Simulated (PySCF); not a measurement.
# Deuteron quadrupole couplings in 3,3-dimethyl-1-butene

3,3-dimethyl-1-butene, C6H12.
Geometry (PBE0-D3(BJ)/def2-SVP, Å), atoms numbered from 1 in this order:
```xyz
18
C6H12 angstrom
C      2.180   -0.417    0.607
C      1.268   -0.087   -0.307
C     -0.224    0.055   -0.114
C     -0.618    1.491   -0.487
C     -0.924   -0.924   -1.068
C     -0.653   -0.236    1.321
H      3.239   -0.490    0.348
H      1.915   -0.628    1.647
H      1.608    0.112   -1.333
H     -1.709    1.628   -0.409
H     -0.322    1.730   -1.521
H     -0.132    2.219    0.181
H     -0.668   -1.966   -0.822
H     -2.018   -0.814   -1.004
H     -0.628   -0.742   -2.114
H     -0.377   -1.258    1.625
H     -0.190    0.468    2.030
H     -1.746   -0.141    1.419
```

Level: PBE0/pcSseg-1 (PySCF, non-relativistic); Q(2H) = 0.00286 b; rigid geometry, the same for H and D, with no vibrational averaging.

**Question.** What are Vzz, η and χzz (234.96 MHz × Q × Vzz) at all hydrogens?

**Answer.** 
| atom | bonded to | bond length (Å) | Vzz (au) | η | χzz (kHz) |
| --- | --- | --- | --- | --- | --- |
| H7 | C1 | 1.093 | 0.3081 | 0.06 | 207 |
| H8 | C1 | 1.093 | 0.3066 | 0.06 | 206 |
| H9 | C2 | 1.099 | 0.2943 | 0.06 | 198 |
| H10 | C4 | 1.102 | 0.2907 | 0.02 | 195 |
| H11 | C4 | 1.102 | 0.2910 | 0.02 | 196 |
| H12 | C4 | 1.101 | 0.2916 | 0.02 | 196 |
| H13 | C5 | 1.101 | 0.2914 | 0.02 | 196 |
| H14 | C5 | 1.102 | 0.2907 | 0.02 | 195 |
| H15 | C5 | 1.102 | 0.2909 | 0.03 | 196 |
| H16 | C6 | 1.101 | 0.2914 | 0.01 | 196 |
| H17 | C6 | 1.101 | 0.2914 | 0.01 | 196 |
| H18 | C6 | 1.101 | 0.2924 | 0.02 | 196 |

**Question.** Give the 2H NMR doublet splittings at H17 for a magnetic field along the z, y and x axes of the gradient: 3χ/2, 3χ(1 + η)/4, 3χ(1 − η)/4.

**Answer.** With |χ| = 195.8 kHz and η = 0.012: 294, 149 and 145 kHz, to first order and without motion.

Isolated species at its PBE0-D3(BJ)/def2-SVP geometry, gas phase. These gradients aren't converged with respect to the basis.

These values come from a run that also computed NMR shieldings. Hardware: one thread of an x86-64 server, shared host. Cost: 20 s wall.
